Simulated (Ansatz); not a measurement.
Question: Name a neutral molecule of Al, C, Si and H with LUMO energy (B3LYP/def2-TZVPP) between -2.10 and -1.80 eV and size of the dipole moment (PBE/def2-TZVPP) between 0.95 and 1.25 D (Ansatz, PBE0-D4/def2-TZVP geometry).

Answer: `[CH3][AlH][SiH3]` (-1.93 eV, 1.05 D). Other molecules can fit too; these were computed, each in one conformer that needn't be the lowest.

B3LYP here is the variant with VWN-RPA as its local correlation; programs differ in this.
